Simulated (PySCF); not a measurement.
## Broadened absorption spectrum of C4H12P2

C4H12P2.
SMILES with atom numbers: `[CH2:1]=[P@@:2]([CH3:3])([PH2:4])[CH2:5][CH3:6]` (hydrogens: H7, H8 on C1; H9, H10, H11 on C3; H12, H13 on P4; H14, H15 on C5; H16, H17, H18 on C6)

Method: PySCF 2.14.0, density-fitted response routines, TDDFT B3LYP/def2-SVPD, vertical, gas phase, core orbitals frozen in the response. Geometry: PBE0-D3(BJ)/def2-SVP, one conformer, isolated molecule. Torsions of this conformer, `[CH2:1]=[P@@:2]([CH3:3])([PH2:4])[CH2:5][CH3:6]`: C1–P2–C5–C6 180°, H–P4–P2–C1 -44°, H–P4–P2–C1 49°.

Broadening: Gaussians 0.5 eV wide at half height, area fixed by f = 4.319×10⁻⁹ ∫ε dν̃. The width is an assumption, not a result. The curve ends short of the highest state used, and states not computed would add to its high-energy end.

| λ (nm) | ε (L mol⁻¹ cm⁻¹) |
| --- | --- |
| 227.9 | 4446 |
| 233.2 | 4329 |
| 238.4 | 3981 |
| 243.6 | 3876 |
| 248.9 | 4146 |
| 254.1 | 4921 |
| 259.4 | 6578 |
| 264.6 | 9173 |
| 269.8 | 12133 |
| 275.1 | 14336 |
| 280.3 | 14742 |
| 285.5 | 13293 |
| 290.8 | 10593 |
| 296.0 | 7670 |
| 301.2 | 5151 |
| 306.5 | 3272 |
| 311.7 | 2059 |
| 316.9 | 1303 |
| 322.2 | 829 |
| 327.4 | 535 |
| 332.7 | 340 |
| 337.9 | 213 |
| 343.1 | 129 |
| 348.4 | 75 |
| 353.6 | 42 |
| 358.8 | 23 |
| 364.1 | 12 |
| 369.3 | 6 |
| 374.5 | 3 |
| 379.8 | 1 |

Question: Locate the maxima and give the states behind the curve.

Answer: 279 nm (4.45 eV), ε about 15000, made up of S3 (97%); 229 nm (5.40 eV), ε about 4500, made up of S5 (10%), S6 (48%), S7 (19%) and S8 (21%) (ε in L mol⁻¹ cm⁻¹; maxima over ε = 5, shares over 10%). The states used: S1 4.01 eV (f 0.013); S2 4.33 eV (f 0.0018); S3 4.44 eV (f 0.266); S4 4.87 eV (f 0.040); S5 5.08 eV (f 0.027); S6 5.40 eV (f 0.040); S7 5.46 eV (f 0.016); S8 5.57 eV (f 0.023); S9 5.79 eV (f 0.0018); S10 6.04 eV (f 0.0078).

Question: On this curve, what absorbance would a 10⁻⁵ mol/L sample give at 365 nm over a 1 cm path?

Answer: 365 nm is 3.397 eV, where ε is about 11 L mol⁻¹ cm⁻¹, so A = ε c l ≈ 0.00011 (Beer–Lambert, with the gas-phase spectrum and the assumed width).

Question: What would ε be at 4.45 eV, the highest of these maxima, with half the width (0.25 eV)?

Answer: About 28700 L mol⁻¹ cm⁻¹ against 14800, a factor of about 1.9; a lone state at its own centre would give exactly 2.

Question: Coming from long wavelengths, where does ε first pass 100 L mol⁻¹ cm⁻¹?

Answer: At about 346 nm (3.59 eV), 0.43 eV below S1.

The vertical ionisation energy (ΔSCF) is 6.73 eV, 0.69 eV above S10.
